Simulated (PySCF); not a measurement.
Match the calculated data to a structure.

All candidates are C6H11 (charge +1).

- UV, first state: lowest singlet excitation: 5.07 eV (245 nm, f = 0.024) [TDDFT CAM-B3LYP/def2-SVPD]
- 1H NMR: chemical shifts (computed TMS as zero) by class: 4.22 (4 H), 4.15 (3 H), 2.77 (4 H) ppm [GIAO PBE0/pcSseg-1]
- 13C NMR: chemical shifts (computed TMS as zero) by class: 356.9 (1 C), 68.5 (2 C), 43.1 (1 C), 30.9 (2 C) ppm [GIAO PBE0/pcSseg-1]
- Rotational structure: rotational constants A, B, C: 6.657, 3.054, 2.273 GHz [GFN2-xTB]
- Triplet: lowest triplet excitation (Tamm–Dancoff): 4.74 eV [TDA CAM-B3LYP/def2-SVPD]
- Polarisability: 63.0 au [CAM-B3LYP/def2-SVPD]

The electronic properties come from PySCF, for the isolated species, density fitting. Levels stand in brackets. Isolated species at its GFN2-xTB geometry (one conformer only). Each NMR value is the plain mean over a class of atoms that symmetry, rotation or inversion makes alike.

Question: Which candidate is it?
A. `C[C+]1CCCC1`
B. `C[C+](C)C1CC1`
C. `C=C(C)[C+](C)C`
D. `C=C([CH+]C)CC`

Answer: A. It is `C[C+]1CCCC1`. Numbering: `[CH3:1][C+:2]1[CH2:3][CH2:4][CH2:5][CH2:6]1`. 6 carbons fall into 4 classes; from least to most shielded: formal carbocation centre [C2] (356.9 ppm), ring CH2 carbon [C3/C6] (68.5 ppm, 2 C), methyl carbon [C1] (43.1 ppm), ring CH2 carbon [C4/C5] (30.9 ppm, 2 C). Hydrogen classes from least to most shielded: 4 H on 2 ring CH2 carbons, C3/C6 (4.22 ppm, a mean of values up to 0.7 ppm apart in this geometry), 3 H on a methyl carbon, C1 (4.15 ppm, a mean of values up to 0.7 ppm apart in this geometry), 4 H on 2 ring CH2 carbons, C4/C5 (2.77 ppm, a mean of values up to 0.6 ppm apart in this geometry). S1 is mainly HOMO→LUMO (weight 0.98); the largest Löwdin shares of the orbital it empties are 0.22 on each of 2 atoms of one kind (ring CH2 carbon) and 0.13 on each of 2 atoms of one kind (methylene hydrogen), of the orbital it fills 0.50 on the formal carbocation centre, 0.09 on each of 2 atoms of one kind (ring CH2 carbon) and 0.08 on the methyl carbon. By its constants the optimised geometry is an asymmetric top.

The others, at the same levels:
- `C[C+](C)C1CC1` fails: its computed 13C shifts are 308.8 (1 C), 59.5 (1 C), 53.9 (2 C), 40.6 (2 C) ppm, 1H shifts are 3.80 (1 H), 3.79 (2 H), 3.43 (6 H), 3.34 (2 H) ppm and lowest singlet excitation is 5.44 eV (228 nm, f = 0.004) (against 5.07 eV).
- `C=C([CH+]C)CC` fails: it has 6 carbon classes against 4; its computed 13C shifts are 258.2 (1 C), 214.4 (1 C), 171.9 (1 C), 38.6 (1 C), 29.5 (1 C), 20.1 (1 C) ppm, 1H shifts are 10.23 (1 H), 9.47 (1 H), 8.79 (1 H), 4.07 (3 H), 3.08 (2 H), 1.51 (3 H) ppm and rotational constant A is 4.114 GHz (against 6.657 GHz).
- `C=C(C)[C+](C)C` fails: it has 5 carbon classes against 4; its computed 13C shifts are 281.2 (1 C), 184.5 (1 C), 161.3 (1 C), 41.2 (2 C), 23.0 (1 C) ppm, 1H shifts are 8.62 (1 H), 8.36 (1 H), 3.69 (6 H), 2.60 (3 H) ppm and rotational constant A is 4.678 GHz (against 6.657 GHz).

Each candidate is one conformer, not necessarily the lowest. Dipoles, sizes and rotational constants follow the conformer. The torsions of the flexible species, by atom-mapped SMILES:
- `[CH3:1][C+:2]([CH3:3])[CH:4]1[CH2:5][CH2:6]1`: C1–C2–C4–C5 -35°
- `[CH2:1]=[C:2]([CH+:3][CH3:4])[CH2:5][CH3:6]`: C1–C2–C3–C4 -178°, C1–C2–C5–C6 93°
- `[CH2:1]=[C:2]([CH3:3])[C+:4]([CH3:5])[CH3:6]`: C1–C2–C4–C5 164°

The conformers of `C[C+]1CCCC1` aren't listed.
